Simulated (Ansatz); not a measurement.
**Molecular dynamics of HO, charge -1**

The input (input.yaml):

```yaml
crystal:
  periodic: [false, false, false]
  atoms:
    - { symbol: O, position_ang: [0.421957, -0.135091, 0.217692] }
    - { symbol: H, position_ang: [-0.421957, 0.135091, -0.217692] }
total_charge: -1
basis:
  gaussian: { orbitals: "6-31G*" }
hamiltonian:
  xc: b3lyp
md:
  timestep: 0.25
  n_steps: 500
  ensemble: nve
  temperature: 500.0
  initial_velocities: maxwell_boltzmann
  seed: 641680
```

Run as:

```bash
$ ansatz run input.yaml --threads 1 --pin off --max-ram 2048MiB --backend cpu --events-out ev --progress --plain --runs-dir out
```

It starts from a relaxed structure.

Output, in part (step lines, the closing report, with atoms numbered from 0; the dipole of an ion depends on the origin):

```
md step     0: t =     0.00 fs  T =   500.0 K  F+E_penalty+E_count = -2060.46715062 eV  E_kin = 0.021543 eV  conserved = -2060.44560729 eV  (20 SCF iters)
md step     1: t =     0.25 fs  T =   486.6 K  F+E_penalty+E_count = -2060.46657278 eV  E_kin = 0.020966 eV  conserved = -2060.44560716 eV  (21 SCF iters)
md step     2: t =     0.50 fs  T =   447.9 K  F+E_penalty+E_count = -2060.46489736 eV  E_kin = 0.019298 eV  conserved = -2060.44559920 eV  (19 SCF iters)
md step     3: t =     0.75 fs  T =   387.2 K  F+E_penalty+E_count = -2060.46226581 eV  E_kin = 0.016682 eV  conserved = -2060.44558356 eV  (19 SCF iters)
md step     4: t =     1.00 fs  T =   310.5 K  F+E_penalty+E_count = -2060.45893963 eV  E_kin = 0.013378 eV  conserved = -2060.44556149 eV  (19 SCF iters)
md step     5: t =     1.25 fs  T =   226.1 K  F+E_penalty+E_count = -2060.45527931 eV  E_kin = 0.009744 eV  conserved = -2060.44553538 eV  (18 SCF iters)
md step     6: t =     1.50 fs  T =   143.8 K  F+E_penalty+E_count = -2060.45170614 eV  E_kin = 0.006198 eV  conserved = -2060.44550850 eV  (18 SCF iters)
md step     7: t =     1.75 fs  T =    73.5 K  F+E_penalty+E_count = -2060.44865010 eV  E_kin = 0.003165 eV  conserved = -2060.44548464 eV  (16 SCF iters)
[... lines left out ...]
md step   497: t =   124.25 fs  T =    25.5 K  F+E_penalty+E_count = -2060.44658270 eV  E_kin = 0.001099 eV  conserved = -2060.44548339 eV  (16 SCF iters)
md step   498: t =   124.50 fs  T =     3.2 K  F+E_penalty+E_count = -2060.44561516 eV  E_kin = 0.000137 eV  conserved = -2060.44547854 eV  (16 SCF iters)
md step   499: t =   124.75 fs  T =     2.3 K  F+E_penalty+E_count = -2060.44557861 eV  E_kin = 0.000100 eV  conserved = -2060.44547836 eV  (14 SCF iters)
md step   500: t =   125.00 fs  T =    23.0 K  F+E_penalty+E_count = -2060.44647597 eV  E_kin = 0.000993 eV  conserved = -2060.44548285 eV  (22 SCF iters)
Total energy: -2060.44656729 eV, -75.7200147272 hartree
Atom 0 at     0.423643    -0.135631     0.218562 Å, force    -1.020659     0.326767    -0.526568 eV/Å
Atom 1 at    -0.448723     0.143660    -0.231501 Å, force     1.020659    -0.326767     0.526568 eV/Å
Dipole moment:    -0.193411     0.061921    -0.099783 e Å
```

The steps, from the saved trajectory:

| time (fs) | T (K) | potential energy less start (eV) | conserved less start (meV/atom) |
| --- | --- | --- | --- |
| 0 | 500 | 0.000 | 0.00 |
| 4 | 418 | 0.004 | 0.01 |
| 8 | 103 | 0.017 | 0.05 |
| 12 | 2 | 0.022 | 0.07 |
| 16 | 155 | 0.015 | 0.05 |
| 20 | 461 | 0.002 | 0.00 |
| 24 | 491 | 0.000 | 0.00 |
| 28 | 221 | 0.012 | 0.04 |
| 32 | 26 | 0.021 | 0.07 |
| 36 | 54 | 0.019 | 0.06 |
| 40 | 356 | 0.006 | 0.02 |
| 44 | 490 | 0.000 | 0.00 |
| 48 | 349 | 0.007 | 0.02 |
| 52 | 126 | 0.016 | 0.05 |
| 56 | 3 | 0.022 | 0.06 |
| 60 | 214 | 0.012 | 0.04 |
| 64 | 419 | 0.003 | 0.01 |
| 68 | 452 | 0.002 | 0.01 |
| 72 | 267 | 0.010 | 0.03 |
| 76 | 15 | 0.021 | 0.06 |
| 80 | 82 | 0.018 | 0.06 |
| 84 | 303 | 0.009 | 0.03 |
| 88 | 499 | 0.000 | 0.00 |
| 92 | 401 | 0.004 | 0.01 |
| 96 | 86 | 0.018 | 0.06 |
| 100 | 7 | 0.021 | 0.07 |
| 104 | 175 | 0.014 | 0.05 |
| 108 | 473 | 0.001 | 0.00 |
| 112 | 484 | 0.001 | 0.00 |
| 116 | 200 | 0.013 | 0.04 |
| 120 | 16 | 0.021 | 0.07 |
| 124 | 68 | 0.019 | 0.06 |

The run went to its last step. The conserved energy stayed within 0.075 meV per atom of its start (net change 0.062 meV per atom), so the integration is sound. Over the second half the temperature averaged 0.50 of the 500 K drawn at the start: a run that starts near a minimum puts about half its kinetic energy into the potential. A run of 0.12 ps of so small a system gives no equilibrium averages. Limits of this set-up: an anion without diffuse functions.

The same pairs are bonded in the first frame and the last. Pairs count as bonded within 1.25 times the sum of covalent radii (0.12 Å more for H–H).

Last frame:

```xyz
2
Properties=species:S:1:pos:R:3
O 0.424 -0.136 0.219
H -0.449 0.144 -0.232
```

The run took 56 s on 1 thread of Arm Neoverse V2 (shared host), peak memory 0.063 GiB.
